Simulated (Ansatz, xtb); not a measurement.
## Relative energy of two isomers of C2H4F2

Structure a is `FCCF`, a singlet and structure b is `CC(F)F`, a singlet. Both are isolated molecules in the gas phase, relaxed with PBE0-D3(BJ)/pcseg-1; each stands in its lowest conformer found.

Energies in hartree; the thermal terms are from PBE0-D3(BJ)/pcseg-1 harmonic frequencies (ideal gas, rigid rotor, one conformer each, 298.15 K, 1 atm) and include the zero-point energy:

```
                               a           b
E, CCSD(T)/def2-TZVP  −277.928556  −277.949514
   zero-point energy     0.061527     0.060996
        H(298 K) − E     0.066784     0.066216
        G(298 K) − E     0.035175     0.034317
```

Q: Work out ΔE, ΔE₀, ΔH and ΔG for a → b in kcal/mol (1 Eh = 627.51 kcal/mol) and the equilibrium ratio [b]/[a].

A: 1. ΔE = −277.949514 − (−277.928556) = −0.020958 Eh = −13.15 kcal/mol.
2. ΔE₀ = ΔE + ΔZPE = −0.020958 + (−0.000531) Eh = −13.48 kcal/mol.
3. ΔH = ΔE + (−0.000568) Eh = −13.51 kcal/mol.
4. ΔG = ΔE + (−0.000858) Eh = −13.69 kcal/mol, so ΔS = (ΔH − ΔG)/T = +2.6 J/(mol K).
5. kT = 0.9442 mEh, so K = [b]/[a] = exp(−ΔG/kT) = exp(+23.11) ≈ 1.1 × 10^10.

Structure b is favoured at this temperature. An error of 1 kcal/mol in ΔG would change K by a factor of 5.4. Mirror images and further conformers aren't counted.

As drawn, both hold the same kinds of bond in the same numbers. Structure a has 0 methyl groups, b 1.

Tabulated enthalpies of formation at 298 K (Active Thermochemical Tables, CRC Handbook of Chemistry and Physics) are −450.4 kJ/mol for a and −497.0 kJ/mol for b, so the tabulated ΔH is −11.14 kcal/mol and the calculation departs from it by −2.37 kcal/mol.

Other levels gave ΔE = −7.5 (GFN2-xTB); −11.6 (HF/STO-3G, GFN2-xTB geometries); −16.7 (r2SCAN-D4/def2-SVP, GFN2-xTB geometries); −14.2 (PBE0-D3(BJ)/pcseg-1); −12.2 (HF/def2-TZVP); −13.6 (MP2/def2-TZVP) kcal/mol. The correlated steps freeze 4 core orbitals. Programs: Ansatz 0.2.0, xtb 6.7.1.
